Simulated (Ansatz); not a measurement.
Ansatz (a quantum-chemistry and plane-wave program) input (CCSD(T)/3-21G): A basis named .json is the Basis Set Exchange file of that set (core-valence sets with the plain set on hydrogen).

Ansatz 0.2 input:
```yaml
crystal:
  periodic: [false, false, false]
  atoms:
    - {symbol: C, position_ang: [-0.14705728, -0.01302798, 0.65292698]}
    - {symbol: F, position_ang: [0.01653730, 1.14223575, -0.25159314]}
    - {symbol: F, position_ang: [-0.01718667, -1.12927050, -0.30451251]}
    - {symbol: H, position_ang: [0.88818797, -0.03851944, 1.08738899]}
basis:
  gaussian:
    orbitals: 3-21G.json
total_charge: -1
magnetization: {spin_polarized: false}
correlation: {method: ccsd_t, electrons: outside_noble_gas}
```

Output:

```
Functional definition: HF
integrals: 0.00 GiB planned
320 factors; integrals over basis functions are off by at most 1.0e-3 eV
mean field: 0.06 GiB planned
mean field evaluation 1: about -6419.2799 eV, gradient 1.7e1 eV
mean field evaluation 2: about -6419.2803 eV, gradient 1.7e1 eV
mean field evaluation 4: about -6420.1129 eV, gradient 1.4e0 eV
mean field evaluation 8: about -6420.1288 eV, gradient 4.3e-5 eV
mean field evaluation 16: about -6420.1271 eV, gradient 4.3e-1 eV
mean field -6420.12877586 eV, -235.9353807933 hartree, gradient 9.4e-6 eV, S^2 0.000000; 0 other end points of the search recorded, 0 dependent functions left out
3 core orbitals not correlated
reference -6420.12877586 eV, -235.9353807933 hartree; 10, 10 occupied and 16, 16 virtual orbitals, 320 factors
second order -8.46549615 eV of doubles, -0.00000000 eV of singles
coupled cluster: 0.05 GiB planned
cycle   1  -8.50534876 eV  change   -4.0e-2 eV  update   6.9e-2
cycle   2  -8.74610531 eV  change   -2.4e-1 eV  update   2.1e-2
cycle   3  -8.80807316 eV  change   -6.2e-2 eV  update   1.1e-2
cycle   4  -8.80440870 eV  change    3.7e-3 eV  update   2.6e-3
cycle   5  -8.80410521 eV  change    3.0e-4 eV  update   1.2e-3
cycle   6  -8.80455463 eV  change   -4.5e-4 eV  update   3.4e-4
cycle   7  -8.80442305 eV  change    1.3e-4 eV  update   1.1e-4
cycle   8  -8.80447724 eV  change   -5.4e-5 eV  update   3.1e-5
cycle   9  -8.80448623 eV  change   -9.0e-6 eV  update   1.0e-5
perturbative correction -0.15194885 eV, -0.0055840173 hartree
Total energy: -6429.08521095 eV, -236.2645237119 hartree
```
